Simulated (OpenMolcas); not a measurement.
**One shape, several levels: H2S2 (SMILES SS)**

We compute a comparison of 6 runs (HF/3-21G, B3LYP/6-31G*, B3LYP/def2-TZVPP, BLYP/def2-TZVPP, PBE0/def2-TZVPP, CCSD(T)/def2-TZVPP) of H2S2. 

Program for the calculation: OpenMolcas 26.06.

1 further run of the same task is left out (set aside as unsound or not needed).

**1. The system as given**

H2S2 has 4 atoms, charge 0, and is taken as a singlet. As SMILES, `SS`. The coordinates come from a PBE0-D4/def2-TZVP relaxation.

Bond lengths: S1–S2 2.046 Å, S1–H3 1.347 Å, S2–H4 1.347 Å. Angles: S1–S2–H4 98.6°, S2–S1–H3 98.6°.

**2. Energy and gradient at HF/3-21G (run 1)**

job.input reads:

```
>>> EXPORT MOLCAS_PRINT=2
&GATEWAY
BASLIB=$CurrDir
COORD
4
angstrom
S        0.784480      -0.789210       0.166690
S        0.060220       1.121560       0.067360
H       -0.225420      -1.352590       0.856880
H       -0.619290       1.020250      -1.090950
BASIS=3-21G
GROUP=NoSym
&SEWARD
&SCF
THRESHOLDS=1e-10 1e-07 1e-07 1e-05
PRORBITALS=1 2
&ALASKA
```

The basis set 3-21G is read from a file made from the Basis Set Exchange's data (not shown).

Launch:

```console
export MOLCAS_MEM=1860
pymolcas job.input > job.log
```

The log of the run:

```text
--- Start Module: gateway ---
[...]
--- Stop Module: gateway /rc=_RC_ALL_IS_WELL_ ---
[...]
      Basis functions           30
[...]
--- Start Module: scf ---
[...]
       Convergence after  12 Iterations
[...]
::    Total SCF energy                               -792.2420529381
[...]
      Total spin, S                                     0.0000000000
[...]
      Total electronic charge=   34.000000
      Total            charge=   -0.000000
[...]
      Dipole Moment (debye):
      Origin of the operator (angstrom)=    0.3965    0.1560    0.1099
                   X= -1.8188E+00               Y= -7.1558E-01               Z= -5.0395E-01           Total=  2.0184E+00
      Quadrupole Moment (debye*angstrom):
[...]
--- Stop Module: scf /rc=_RC_ALL_IS_WELL_ ---
--- Start Module: alaska ---
[...]
 *              Molecular gradients               *
 **************************************************
  Irreducible representation: a
 ------------------------------------------------------------------------------------------
                              X                       Y                       Z
 ------------------------------------------------------------------------------------------
  S1               -2.70239061767406E-02    6.94639117785556E-02   -5.52128781254879E-03
  S2                2.50390403623619E-02   -7.02452920250334E-02    4.97424453988859E-03
  H3                5.59271165503361E-05    3.86853039669410E-03   -1.27928166642755E-03
  H4                1.92893869783162E-03   -3.08715015020200E-03    1.82632493908930E-03
 ------------------------------------------------------------------------------------------
--- Stop Module: alaska /rc=_RC_ALL_IS_WELL_ ---
[...]
```

Wall time 1.9 s (1 thread of Arm Neoverse V1, shared host); peak memory 0.37 GiB.

**3. Energy and forces at B3LYP/6-31G(d) (Cartesian functions) (run 2)**

coord.xyz reads:

```xyz
4

S      0.784480    -0.789210     0.166690
S      0.060220     1.121560     0.067360
H     -0.225420    -1.352590     0.856880
H     -0.619290     1.020250    -1.090950
```

calc.inp reads:

```
&GATEWAY
  BasLib
  $CurrDir
  Coord
  coord.xyz
  Basis
  6-31Gs
  Group
  NoSym

&SEWARD
  GridInput
  Grid=UltraFine
  End of Grid

&SCF
  KSDFT
  B3LYP
  Thresholds
  1e-10 1e-07 1e-07 1e-05
  PrOrbitals
  0

&ALASKA
```

The basis set 6-31G* is read from a file made from the Basis Set Exchange's data (not shown).

Launch:

```console
export MOLCAS_MEM=1860
pymolcas calc.inp > calc.log
```

The log of the run:

```text
--- Start Module: gateway ---
[...]
--- Stop Module: gateway /rc=_RC_ALL_IS_WELL_ ---
[...]
      Basis functions           42
[...]
--- Start Module: scf ---
[...]
       Convergence after  11 Iterations
[...]
::    Total KS-DFT energy                            -797.5708367534
[...]
      Total spin, S                                     0.0000000000
[...]
      Total electronic charge=   34.000000
      Total            charge=   -0.000000
[...]
      Dipole Moment (debye):
      Origin of the operator (angstrom)=    0.3965    0.1560    0.1099
                   X= -1.3645E+00               Y= -5.3685E-01               Z= -3.7808E-01           Total=  1.5143E+00
      Quadrupole Moment (debye*angstrom):
[...]
--- Stop Module: scf /rc=_RC_ALL_IS_WELL_ ---
[...]
--- Start Module: alaska ---
[...]
 *              Molecular gradients               *
 **************************************************
  Irreducible representation: a
 ------------------------------------------------------------------------------------------
                              X                       Y                       Z
 ------------------------------------------------------------------------------------------
  S1               -8.46691129620147E-03    1.38157153532497E-02   -1.75466954665193E-04
  S2                3.46746275093857E-03   -1.57831328054279E-02   -1.20655426249572E-03
  H3                2.40221384960204E-03    3.29572635352116E-03   -2.23452815422354E-03
  H4                2.59723469565776E-03   -1.32830890137875E-03    3.61654937138534E-03
 ------------------------------------------------------------------------------------------
--- Stop Module: alaska /rc=_RC_ALL_IS_WELL_ ---
[...]
```

It took 7.5 s on 1 thread of Arm Neoverse V1, shared host; peak memory 0.38 GiB.

Runs 3 to 4 aren't shown in full; the table further down has their settings and results.

**4. Energy and forces at PBE0/def2-TZVPP (run 5)**

mol.input reads:

```
&GATEWAY
BASLIB=$CurrDir
COORD
4
angstrom
S        0.784480      -0.789210       0.166690
S        0.060220       1.121560       0.067360
H       -0.225420      -1.352590       0.856880
H       -0.619290       1.020250      -1.090950
BASIS=def2-TZVPP
GROUP=NoSym
&SEWARD
GRIDINPUT
Grid=UltraFine
End of Grid
&SCF
KSDFT=PBE0
THRESHOLDS=1e-10 1e-07 1e-07 1e-05
PRORBITALS=1 1
&ALASKA
```

The basis set def2-TZVPP is read from a file made from the Basis Set Exchange's data (not shown).

Launch:

```console
export MOLCAS_MEM=1860
pymolcas mol.input > mol.log
```

The log of the run:

```text
--- Start Module: gateway ---
[...]
--- Stop Module: gateway /rc=_RC_ALL_IS_WELL_ ---
[...]
      Basis functions          112
[...]
--- Start Module: scf ---
[...]
       Convergence after  13 Iterations
[...]
::    Total KS-DFT energy                            -797.3327538136
[...]
      Total spin, S                                     0.0000000000
[...]
      Total electronic charge=   34.000000
      Total            charge=   -0.000000
[...]
      Dipole Moment (debye):
      Origin of the operator (angstrom)=    0.3965    0.1560    0.1099
                   X= -1.1145E+00               Y= -4.3848E-01               Z= -3.0880E-01           Total=  1.2368E+00
      Quadrupole Moment (debye*angstrom):
[...]
--- Stop Module: scf /rc=_RC_ALL_IS_WELL_ ---
[...]
--- Start Module: alaska ---
[...]
 *              Molecular gradients               *
 **************************************************
  Irreducible representation: a
 ------------------------------------------------------------------------------------------
                              X                       Y                       Z
 ------------------------------------------------------------------------------------------
  S1                2.16495911677939E-04    2.50498632841101E-04   -1.64215761251585E-04
  S2                2.23415313580944E-04   -7.76818989933759E-05    2.89097249295711E-04
  H3               -2.59646309906714E-04   -1.43861535167211E-04    1.68228993873587E-04
  H4               -1.80264915344619E-04   -2.89551987353032E-05   -2.93110481910830E-04
 ------------------------------------------------------------------------------------------
--- Stop Module: alaska /rc=_RC_ALL_IS_WELL_ ---
[...]
```

Run time: 31 s. Hardware: 1 thread of Arm Neoverse V1, shared host; peak memory 0.67 GiB.

**5. A single-point energy at CCSD(T)/def2-TZVPP (Cholesky decomposition) (run 6)**

job.inp reads:

```
&GATEWAY
 BasLib
 $CurrDir
 Coord
 4
 angstrom
 S        0.784480      -0.789210       0.166690
 S        0.060220       1.121560       0.067360
 H       -0.225420      -1.352590       0.856880
 H       -0.619290       1.020250      -1.090950
 Basis
 def2-TZVPP
 Group
 NoSym

&SEWARD
 High

&SCF
 Thresholds
 1e-10 1e-07 1e-07 1e-05
 PrOrbitals
 1 1

&CHCC
 Frozen
 10
 Threshold
 1e-08
 MaxIterations
 80

&CHT3
 Frozen
 10
```

The basis set def2-TZVPP is read from a file made from the Basis Set Exchange's data (not shown).

Launch:

```console
export MOLCAS_MEM=1860
pymolcas job.inp > job.log
```

The log of the run:

```text
--- Start Module: gateway ---
[...]
--- Stop Module: gateway /rc=_RC_ALL_IS_WELL_ ---
[...]
      Basis functions          112
[...]
       Convergence after  15 Iterations
[...]
::    Total SCF energy                               -796.2502509322
[...]
      Total spin, S                                     0.0000000000
[...]
      Total electronic charge=   34.000000
      Total            charge=   -0.000000
[...]
      Dipole Moment (debye):
      Origin of the operator (angstrom)=    0.3965    0.1560    0.1099
                   X= -1.1666E+00               Y= -4.5898E-01               Z= -3.2324E-01           Total=  1.2946E+00
      Quadrupole Moment (debye*angstrom):
[...]
--- Start Module: chcc ---
[...]
--- Stop Module: chcc /rc=_RC_ALL_IS_WELL_ ---
[...]
--- Start Module: cht3 ---
[...]
--- Stop Module: cht3 /rc=_RC_ALL_IS_WELL_ ---
[...]
```

Run time: 4.4 min. Hardware: 1 thread of Arm Neoverse V1, shared host; peak memory 0.21 GiB.

**6. Overview of the runs**

```
run                                        level  Cartesian functions  integration grid  energy (Eh)  dipole moment (D) of the reference  HOMO energy (eV)  LUMO energy (eV)  wall time
  1                                     HF/3-21G                   no                 –  -792.242053                                2.02            -10.80              2.60      1.9 s
  2           B3LYP/6-31G* (Cartesian functions)                  yes         UltraFine  -797.570837                                1.51             -7.27             -1.11      7.5 s
  3                             B3LYP/def2-TZVPP                   no         UltraFine  -797.648710                                1.18             -7.27             -1.14       32 s
  4                              BLYP/def2-TZVPP                   no         UltraFine  -797.606398                                1.14             -6.11             -1.77       29 s
  5                              PBE0/def2-TZVPP                   no         UltraFine  -797.332754                                1.24             -7.52             -0.89       31 s
  6  CCSD(T)/def2-TZVPP (Cholesky decomposition)                   no                 –  -796.662502                                1.29            -10.38              2.87    4.4 min
```

**7. Outcome**

| quantity | value |
| --- | --- |
| run 6: total energy | -796.66250 Eh |
| run 6: dipole moment (mean-field density) | 1.29 D |
| run 6: HOMO energy (Hartree–Fock orbitals) | -10.38 eV |
| run 6: LUMO energy (Hartree–Fock orbitals) | 2.87 eV |
| run 6: HOMO–LUMO gap (Hartree–Fock orbitals) | 13.25 eV |
| run 6: correlation energy (10 core orbitals frozen) | -412.3 mEh |
| run 6: (T) correction | -17.88 mEh |

What this shows: Over runs 1, 2, 3, 4, 5 the dipole moment (its size) runs from 1.14 D (BLYP/def2-TZVPP) to 2.02 D (HF/3-21G). The two ends differ in method and basis. Over runs 1, 2, 3, 4, 5 the HOMO–LUMO gap runs from 4.33 eV (BLYP/def2-TZVPP) to 13.40 eV (HF/3-21G). Totals of different functionals can't be ranked against each other. All runs together took 6.1 min, the longest 4.4 min.
